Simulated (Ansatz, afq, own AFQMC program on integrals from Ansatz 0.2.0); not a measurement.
AFQMC on a folder of integrals that Ansatz 0.2.0 wrote.

```yaml
crystal:
  periodic: [false, false, false]
  atoms:
    - {symbol: Si, position_ang: [0.000000, 0.000000, 0.000000]}
    - {symbol: H, position_ang: [-0.011166, 1.090859, 1.083779]}
    - {symbol: H, position_ang: [-0.016843, -1.083830, 1.090736]}
    - {symbol: H, position_ang: [0.016843, 1.083830, -1.090736]}
    - {symbol: H, position_ang: [0.011166, -1.090859, -1.083779]}
basis:
  gaussian: {orbitals: 6-31G}
total_charge: 1
magnetization: {spin_polarized: true, initial_magnetization: 1}
correlation: {method: ccsd_t, electrons: outside_noble_gas, hamiltonian_folder: ham}
```

```sh
$ ansatz run in.yaml --threads 1 --pin off --events-out ev --progress --plain --max-ram 16896MiB --backend cuda --devices 0, --max-vram 18GiB
```

afq runs on the folder ham with

```
--method phaseless --trial hf --walkers 4000 --populations 20 --least-time 40 --time-step 0.005 --steps-per-block 20 --equilibration-blocks 112 --max-blocks 4000 --target-error 0.0008 --factor-cut 1e-05 --start spin_pure --seed 683 --taylor-order 6
```

Times are imaginary, in 1/Eh. The walk had a cap of 49 s. With eight or more populations the least sampling time is a fifth of least-time, and the error comes from their spread.

Log:

```
orbitals 16  electrons 4 3  factors 107 of 268
reference energy -290.72822165 Eh
CCSD correlation -0.07553616 Eh in 10 cycles, weight of the determinant in the CISD state 0.9335
energy of the start -290.729914 Eh
 block  time / (1/Eh)  mean weight  energy / Eh
     1     0.100  1.0000  -290.740250
     2     0.200  1.0004  -290.748874
     3     0.300  1.0003  -290.756260
     4     0.400  1.0004  -290.762507
     5     0.500  1.0003  -290.767199
     7     0.700  1.0003  -290.774856
     9     0.900  1.0001  -290.781334
    13     1.300  1.0001  -290.789501
    21     2.100  0.9999  -290.797099
    25     2.500  0.9999  -290.800489
    29     2.900  1.0001  -290.802658
    37     3.700  1.0001  -290.803878
    45     4.500  1.0000  -290.803476
    53     5.300  1.0000  -290.805324
    61     6.100  1.0001  -290.803628
    69     6.900  1.0000  -290.804194
    77     7.700  1.0002  -290.803341
    85     8.500  1.0000  -290.802863
    93     9.300  1.0000  -290.802217
   101    10.100  1.0000  -290.802017
   109    10.900  1.0000  -290.803790
   117    11.700  1.0002  -290.805617
   125    12.500  0.9999  -290.804547
   133    13.300  0.9998  -290.804227
   141    14.100  1.0000  -290.803548
   149    14.900  1.0000  -290.804280
   157    15.700  1.0001  -290.804594
   165    16.500  0.9999  -290.806277
   169    16.900  1.0000  -290.807891
   173    17.300  0.9999  -290.806880
   181    18.100  1.0001  -290.805776
   189    18.900  1.0002  -290.805531
error from the spread of 20 populations
energy -290.805232 +/- 0.000369 Eh
(rows thinned)
```

The run passed its tests (sampling time, drift between the halves within three errors, error under three times the target), which doesn't prove that it has relaxed. The second half of the sampling lies below the first by 1.6 errors of their difference, so the energy may still be moving and its error bar be too small.

Against this walk (error 10.0 meV) on the same determinant: CCSD(T) 11.1 meV higher (within the noise), CCSDT(Q) 5.4 meV lower (within the noise), CCSDTQ 5.5 meV lower (within the noise), full CI 5.5 meV lower (within the noise), a separate phaseless walk with a CISD trial and standard settings 0.8 ± 10.1 meV lower (within the noise). The error is statistical and leaves out the bias of the constraint.

Cautions: constraint bias not in the error; unrestricted determinant slightly spin contaminated (⟨S²⟩ 0.81 against 0.75).

The walk took 12 s on 1 × NVIDIA H100 80GB HBM3 with 2 threads of AMD EPYC 7R13 Processor (Zen 3), on a shared host (the card was shared). The log's last line is the phaseless energy.

CCSDT and higher add their correlation energy to the determinant of the CCSD(T) run, since their own runs factorise the integrals more tightly (a shift of under 2 meV). A walk keeps the symmetry of its determinant, which the program's search chose and which needn't be the lowest solution, so a lower state of the same spin and another symmetry isn't excluded.
